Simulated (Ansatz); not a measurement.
fcc Pd, treated with PBEsol (Ansatz, a first-principles code, PAW).

Numerical settings: plane-wave cutoff 500 eV, 8×20×1 k mesh (along the axes of the cell as run), Fermi–Dirac smearing 0.1 eV, scalar-relativistic PAW data made under PBE.

Question: Give the computed surface energy of the (211) face and work function of the (211) face.

Answer: 
- surface energy of the (211) face: 1.94 J/m²
- work function of the (211) face: 5.11 eV

The slab of 24 atoms is relaxed and unreconstructed.

Computing time: roughly 2.2 core-hours.
